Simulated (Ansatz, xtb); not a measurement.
Two isomers of C5H7O+

Structure X: `C=C(C)CC#[O+]`, a singlet. Structure Y: `C/C=C/CC#[O+]`, a singlet. Both are isolated ions in the gas phase, relaxed with PBE0-D3(BJ)/def2-SVP; the shapes shown needn't be the lowest conformers.

X (Å):

```xyz
13

C     0.2201   -0.4290    1.5594
C     0.2619    0.8490    1.1709
C     0.8451    1.9911    1.9361
C    -0.3523    1.2148   -0.1930
C     0.7218    1.2450   -1.1312
O     1.6160    1.2246   -1.8049
H     0.6140   -0.7169    2.5378
H    -0.2188   -1.2229    0.9488
H     1.2635    1.6418    2.8886
H     1.6564    2.4937    1.3816
H     0.0797    2.7535    2.1556
H    -0.8456    2.2064   -0.2090
H    -1.0752    0.4658   -0.5695
```

Y (Å):

```xyz
13

C     2.6441    0.9158   -0.8717
C     1.8871   -0.0148   -0.0035
C     0.6530    0.2150    0.4690
C    -0.0452   -0.7613    1.4003
C    -0.9192   -1.5377    0.5716
O    -1.5598   -2.0994   -0.1554
H     2.0783    1.8248   -1.1142
H     3.5900    1.2009   -0.3827
H     2.9274    0.4076   -1.8086
H     2.4008   -0.9441    0.2803
H     0.0909    1.1189    0.2167
H     0.6384   -1.4792    1.8938
H    -0.6621   -0.2876    2.1886
```

Energies in hartree; the thermal terms are from GFN2-xTB frequencies at re-optimised GFN2-xTB minima (ideal gas, soft modes damped towards free rotors, one conformer each, 298.15 K, 1 atm) and include the zero-point energy:

```
                              X           Y
E, CCSD(T)/def2-SVP  −268.700810  −268.701790
    E, MP2/def2-SVP  −268.621313  −268.622003
  E, MP2/def2-TZVPP  −269.109968  −269.110127
  zero-point energy     0.102795     0.102755
       H(298 K) − E     0.110816     0.110823
       G(298 K) − E     0.071869     0.071813
```

**Question.** Correct the CCSD(T) difference for the basis set by the MP2 change, then work out ΔE, ΔE₀, ΔH and ΔG for X → Y in kJ/mol (1 Eh = 2625.50 kJ/mol) and the equilibrium ratio [Y]/[X].

**Answer.** 1. Differences Y − X: CCSD(T) −0.000980, MP2 in the small set −0.000690, MP2 in the large set −0.000159 Eh.
2. ΔE = −0.000980 + (−0.000159 − (−0.000690)) = −0.000449 Eh = −1.18 kJ/mol.
3. ΔE₀ = ΔE + ΔZPE = −0.000449 + (−0.000040) Eh = −1.28 kJ/mol.
4. ΔH = ΔE + (+0.000007) Eh = −1.16 kJ/mol.
5. ΔG = ΔE + (−0.000056) Eh = −1.33 kJ/mol, so ΔS = (ΔH − ΔG)/T = +0.6 J/(mol K).
6. kT = 0.9442 mEh, so K = [Y]/[X] = exp(−ΔG/kT) = exp(+0.53) ≈ 1.7.

The two are too close for this level to say which is favoured. An error of 4 kJ/mol in ΔG would change K by a factor of 5. Mirror images and further conformers aren't counted.

As drawn, both hold the same kinds of bond in the same numbers.

Other levels gave ΔE = −6.7 (PBE0-D3(BJ)/def2-SVP); −9.3 (HF/def2-SVP); −1.8 (MP2/def2-SVP); −2.6 (CCSD(T)/def2-SVP) kJ/mol. The correlated steps freeze 6 core orbitals. Programs: Ansatz 0.2.0, xtb 6.7.1.
